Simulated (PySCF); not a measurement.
Simulated P 2p region for `PP` (diphosphine), binding energy against the vacuum level.

Every computed line was given a Gaussian of 0.6 eV full width at half maximum and an area set by the number of equivalent atoms (split 2:1 within a doublet); the highest printed point is 100. Level of theory: delta-SCF UKS SCAN, pcX-2 on the ionised atom, pcseg-1 elsewhere, spin-free X2C in PySCF 2.14.0.

binding energy (eV), intensity and a bar:
```
    135.8          0 
    135.9          1 
    136.0          4 #
    136.1          9 ###
    136.2         20 ######
    136.3         38 ###########
    136.4         61 ##################
    136.5         84 #########################
    136.6         99 ##############################
    136.7        100 ##############################
    136.8         87 ##########################
    136.9         66 ####################
    137.0         46 ##############
    137.1         33 ##########
    137.2         30 #########
    137.3         36 ###########
    137.4         44 #############
    137.5         50 ###############
    137.6         50 ###############
    137.7         43 #############
    137.8         31 #########
    137.9         20 ######
    138.0         11 ###
    138.1          5 #
    138.2          2 #
    138.3          1 
    138.4          0
```

Q: How many maxima does the curve show, and how many computed lines lie under it?

A: The curve has 2 maxima (at 136.7 and 137.5 eV). Under it lie 2 lines from 1 inequivalent phosphorus site, drawn as a 2p3/2, 2p1/2 pair.

Q: Decompose the envelope and assign each component. Numbering: `[PH2:1][PH2:2]`.

A: 
```
position (eV)  relative area     line  atoms                  environment
       136.66           1.33  P 2p3/2  P1/P2  three-coordinate phosphorus
       137.55           0.67  P 2p1/2  P1/P2  three-coordinate phosphorus
```

Q: What are the centre and the root-mean-square width of the whole band?

A: The area-weighted mean of the lines is 136.95 eV. Their own spread about it is 0.42 eV (rms) and each Gaussian has σ = 0.6/2.355 = 0.25 eV; the variances add, which gives 0.49 eV.

The curve has no shake-up lines and no vibrational structure. The first atom of each set that the bonding makes equivalent was ionised and stands for the set. The 2p values add to the ΔSCF energy of one spin-free hole a correction within the shell (spin–orbit coupling, ligand field). 2p1/2 minus 2p3/2 (ligand field included): P 0.89 eV. One conformer (not necessarily the lowest) at the GFN2-xTB geometry, without solvent, vibrations or thermal averaging.

Shape of the structure used: `[PH2:1][PH2:2]`: H–P1–P2–H 180°, H–P1–P2–H 87°.
